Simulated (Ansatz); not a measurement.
**Changing the shape of SO, triplet**

Computed with Ansatz's Gaussian-basis code (development build). Basis cc-pVDZ, nonrelativistic, 6 orbitals frozen in the corrections; active space CAS(12,8). Restricted Hartree–Fock, then the lowest state-specific CASSCF solution met for each case. Single-reference values can break down or jump between states where bonds are stretched. Solutions in different active orbitals can move differences by tenths of an eV and at times more than 1 eV.

Case A: bond length 1.5019 Å.

Case B: bond length 1.3817 Å.

Case C: bond length 1.6220 Å.

Energy less that of case A, in eV:

```csv
case,RHF/ROHF,CASSCF
B,+0.282,+0.766
C,+0.341,+0.032
```

(1) Give the SC-NEVPT2 energies against case A.

(2) Which case is lowest, and do the methods agree?

Results:

(1) B: +0.703 eV (16.2 kcal/mol); C: +0.112 eV (2.6 kcal/mol).

(2) A is lowest in SC-NEVPT2. Of the methods shown, RHF/ROHF, CASSCF agree.
